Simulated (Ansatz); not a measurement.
A nudged elastic band was laid between two geometries of ClH + FH3Si (7 atoms, charge 0, multiplicity 1).

Computed with RKS B3LYP/def2-SVP in Ansatz 0.2.0.

- movable images: 7
- climbing image: yes
- spring: 5.0 eV/Å²
- optimiser: quadratic models (default)
- start path: through a guess of the saddle point
- force threshold: 0.05 eV/Å
- iteration limit: 60
- end points: relaxed

First end point:

```xyz
7
Properties=species:S:1:pos:R:3
Si 0.315 0.000 -0.136
F 0.037 0.000 1.486
H 1.789 0.000 -0.326
H -0.292 1.227 -0.708
H -0.292 -1.227 -0.708
Cl -3.135 0.000 1.558
H -1.894 0.000 1.930
```

Last end point:

```xyz
7
Properties=species:S:1:pos:R:3
Si -0.295 0.264 -0.395
F -0.301 -1.040 2.431
H 0.906 0.733 0.335
H -0.413 0.956 -1.704
H -0.306 -1.206 -0.582
Cl -2.005 0.807 0.715
H -1.058 -0.513 2.297
```

Q: Which bonds break or form, and what moves?

A: Bonds broken: Si1–F2, Cl6–H7. Bonds formed: Si1–Cl6, F2–H7. ClH + FH3Si becomes ClH3Si + FH.

Q: Give the energies along the band, and the barrier.

A: It converged. The highest image is number 4 of 0 to 8, 34.8 kcal/mol above the first end and 25.8 kcal/mol above the last; the last end lies 8.9 kcal/mol above the first. A vibrational analysis at the climbing image gives one clearly imaginary mode, 458i cm⁻¹: a first-order saddle point. The orbitals stay closed-shell, which can raise the energy where a bond breaks towards radicals; this wasn't checked here.

```tsv
image	path coordinate (Å)	energy (kcal/mol)	Si1–F2 (Å)	Cl6–H7 (Å)	Si1–Cl6 (Å)
0	0.00	0.0	1.65	1.30	3.84
1	0.48	0.4	1.65	1.30	3.58
2	0.96	5.6	1.67	1.31	3.17
3	1.44	20.9	1.74	1.38	2.78
4	1.93	34.8	1.95	1.65	2.48
5	2.39	27.2	2.26	1.85	2.26
6	2.85	15.9	2.62	2.00	2.16
7	3.30	9.8	2.97	2.17	2.12
8	3.76	8.9	3.11	2.27	2.11
```

Q: What is the geometry of the highest image?

A: 
```xyz
7
Properties=species:S:1:pos:R:3:forces:R:3
Si -0.161 0.040 -0.083 -0.02 -0.01 0.00
F -0.083 -0.340 1.826 0.00 0.00 0.01
H 1.302 0.279 0.078 0.00 0.00 0.00
H -0.585 1.128 -1.002 0.01 0.00 0.01
H -0.427 -1.318 -0.603 0.00 0.00 0.00
Cl -2.383 0.365 0.970 0.00 0.00 0.00
H -1.135 -0.153 1.910 0.00 0.00 0.00
```

Q: What are the harmonic wavenumbers there?

A: 458i, 134, 366, 455, 652, 727, 822, 899, 946, 1070, 1115, 1855, 2218, 2235, 2297 cm⁻¹.

The band took 12 iterations and of the order of 2.3 core-minutes.

The run took 2.3 min on 1 thread of Arm Neoverse V2, with other jobs on the host, peak memory 0.13 GiB.
